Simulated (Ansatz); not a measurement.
Process, species as SMILES: [OH] (OH) → [OH-] (an electron is taken up)
B3LYP-D3(BJ)/def2-TZVP geometries, fixed; electronic energies without zero-point terms; positive where energy is released.

Basis-set convergence of the adiabatic electron affinity at MP2 with Ansatz (a first-principles code). Cartesian d functions, on some or all atoms, in 6-31+G*; all else is spherical. Cores are frozen. Open shells are unrestricted. No added dispersion term, no relativity. Functions are those of the species that has most. Reference: Hartree-Fock in aug-cc-pV5Z plus the correlation part extrapolated as X^-3 from aug-cc-pVQZ and aug-cc-pV5Z, 2.193 eV, itself unsure by roughly 0.011 eV (a third of the extrapolation step and of the last Hartree-Fock step).

| basis | functions | adiabatic electron affinity (eV) |
|---|---|---|
| 6-31G | 11 | -0.406 |
| pcseg-0 | 11 | -1.243 |
| cc-pVDZ | 19 | ? |
| pcseg-1 | 19 | 0.273 |
| 6-31+G* | 21 | ? |
| 6-311+G** | 28 | 1.642 |
| aug-cc-pVDZ | 32 | 1.944 |
| aug-pcseg-1 | 32 | 1.979 |
| 6-311++G(2d,2p) | 37 | 1.815 |
| pcseg-2 | 44 | 1.528 |
| def2-TZVPP | 45 | 1.254 |
| def2-TZVPD | 49 | 2.004 |
| jun-cc-pV(T+d)Z | 53 | ? |
| def2-TZVPPD | 57 | ? |
| def2-QZVPPD | 99 | 2.095 |
| aug-cc-pVQZ | 126 | 2.133 |
| aug-pcseg-3 | 134 | 2.118 |
| pcseg-4 | 162 | 2.093 |

**Question.** What belongs in the gaps?

**Answer.** 
- cc-pVDZ, adiabatic electron affinity (eV): -0.470
- 6-31+G*, adiabatic electron affinity (eV): 1.597
- jun-cc-pV(T+d)Z, adiabatic electron affinity (eV): 2.010
- def2-TZVPPD, adiabatic electron affinity (eV): 2.028
